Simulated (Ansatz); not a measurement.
LA phonon frequency at X of rock-salt MgO at several levels of theory

No measured value is used here.

```csv
level (code),value (cm⁻¹),cell (Å³/atom)
LDA (Ansatz),432,9.00
PBE (Ansatz),[?],9.62
PBE-D3(BJ) (Ansatz),422,9.31
r²SCAN (Ansatz),427,9.29
B3LYP (VWN-RPA form) (Ansatz),[?],9.42
HSE06 (Ansatz),423,9.27
LC-ωPBE (Ansatz),429,9.28
r²SCAN0 (Ansatz),439,9.10
r²SCANh (Ansatz),432,9.21
Hartree–Fock (Ansatz),439,9.15
```

Complete the blanks.


- PBE (Ansatz, a program for electronic structure), value (cm⁻¹): 400
- B3LYP (VWN-RPA form) (Ansatz), value (cm⁻¹): 413

PBE-D3(BJ): the dispersion coefficients are held fixed in the derivatives. Each level is taken at its own relaxed cell. Cutoffs differ between the levels. Ansatz's density-functional and Hartree–Fock values are scalar-relativistic unless marked +SOC, with PAW data made under PBE.
